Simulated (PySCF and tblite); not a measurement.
Results of a calculation; reference values are marked as such.
# Conformer ensemble of C5H8, numbered as in [CH2:1]=[CH:2][C:3](=[CH2:4])[CH3:5]

The ensemble was built from 90 distance-geometry starts (ETKDG and KDG, MMFF94s, GFN2-xTB) and rests on PBE0-D3(BJ)/def2-SVP geometries. Free energies are B3LYP-D3(BJ)/def2-TZVP single points with GFN2-xTB rigid-rotor and vibrational terms (modes under about 100 cm⁻¹ blended into free rotors). Symmetry numbers and mirror images are counted. Conformers within 3 kcal/mol (GFN2-xTB free energy) were kept, 8 at most. GIAO shieldings: B3LYP/pcSseg-2. Couplings: B3LYP/pcJ-1 (gas phase; spin-dipole term only for pairs with B, N, F, Si or P). TDDFT excitations: CAM-B3LYP/def2-SVPD. Couplings are for ¹³C, ¹H. Shifts are against TMS (¹H), TMS (¹³C) at the same level; of two unlike H on one atom, a is the less shielded. (PySCF 2.14, tblite 0.8.)

Torsions listed: C1–C2–C3–C5. Of a mirror pair one member is shown.

```json
{"conformer": "1", "shape": "0°", "symmetry": "Cs", "E(GFN2) kcal/mol": "0.00", "E(DFT) kcal/mol": "0.00", "G(298.15 K) kcal/mol": "0.00", "weight %": "98.5", "dipole D": "0.27"}
{"conformer": "2", "shape": "146°", "symmetry": "C1 (pair)", "E(GFN2) kcal/mol": "1.57", "E(DFT) kcal/mol": "3.27", "G(298.15 K) kcal/mol": "2.49", "weight %": "1.5", "dipole D": "0.42"}
```

Weights (%) against temperature:

```json
{"T (K)": "200", "1": "99.9", "2": "0.1", "S(mix) cal/mol/K": "0.02"}
{"T (K)": "250", "1": "99.4", "2": "0.6", "S(mix) cal/mol/K": "0.08"}
{"T (K)": "298.15", "1": "98.5", "2": "1.5", "S(mix) cal/mol/K": "0.17"}
{"T (K)": "350", "1": "96.9", "2": "3.1", "S(mix) cal/mol/K": "0.32"}
{"T (K)": "400", "1": "94.8", "2": "5.2", "S(mix) cal/mol/K": "0.48"}
```

Averaged shifts at 298.15 K. ¹H: 6.77 (H2, 1H), 5.33 (H1a, 1H), 5.23 (H1b, 1H), 5.22 (H4a, 1H), 5.17 (H4b, 1H), 1.94 (H5, 3H) ppm. ¹³C: 157.9 (C3), 153.2 (C2), 127.0 (C4), 121.8 (C1), 20.6 (C5) ppm.

Averaged couplings (Hz): ¹J(C1,C2) 76.1, ¹J(C1,H1a) 164.7, ¹J(C1,H1b) 170.1, ²J(C1,H2) 0.2, ⁴J(C1,H4a) 0.7, ⁴J(C1,H4b) -0.8, ¹J(C2,C3) 56.1, ²J(H1a,C2) -2.0, ²J(H1b,C2) -0.5, ¹J(C2,H2) 160.6, ³J(C2,H4a) 12.9, ³J(C2,H4b) 9.0, ³J(C2,H5) 4.2, ¹J(C3,C4) 77.3, ¹J(C3,C5) 45.8, ³J(H1a,C3) 7.5, ³J(H1b,C3) 12.3, ²J(H2,C3) 4.1, ²J(C3,H4a) -0.7, ²J(C3,H4b) -1.1, ²J(C3,H5) -5.9, ⁴J(H1a,C4) -1.6, ⁴J(H1b,C4) -1.1, ³J(H2,C4) 5.6, ¹J(C4,H4a) 168.0, ¹J(C4,H4b) 166.7, ³J(C4,H5) 6.7, ³J(H2,C5) 5.1, ³J(H4a,C5) 7.0, ³J(H4b,C5) 11.3, ¹J(C5,H5) 133.4, ²J(H1a,H1b) 1.1, ³J(H1a,H2) 18.7, ⁵J(H1a,H4a) 0.9, ⁵J(H1a,H4b) 0.8, ³J(H1b,H2) 11.9, ⁵J(H1b,H4a) 1.6, ⁵J(H1b,H4b) 1.0, ⁴J(H2,H4a) -0.6, ⁴J(H2,H4b) -0.8, ²J(H4a,H4b) 2.3, ⁴J(H4a,H5) -2.0, ⁴J(H4b,H5) -1.4, ²J(H5,H5) -15.7.

Coordinates of conformer 1 (Å):

```xyz
13

C    -1.992   -0.201    0.001
C    -0.951    0.625    0.173
C     0.460    0.280   -0.021
C     1.407    1.213    0.184
C     0.805   -1.116   -0.446
H    -1.865   -1.241   -0.309
H    -3.016    0.141    0.167
H    -1.143    1.657    0.485
H     2.468    0.992    0.047
H     1.142    2.228    0.494
H     1.890   -1.243   -0.560
H     0.447   -1.853    0.291
H     0.326   -1.366   -1.407
```

Shifts are unscaled: against experiment ¹³C can be off by 15 ppm or more and ¹H by 0.8 ppm.

Search and properties took 2.6 min on 1 thread of Arm Neoverse V2, on a host shared with other jobs (rough), launched as `OMP_NUM_THREADS=1 python ens_run.py task.json out`.
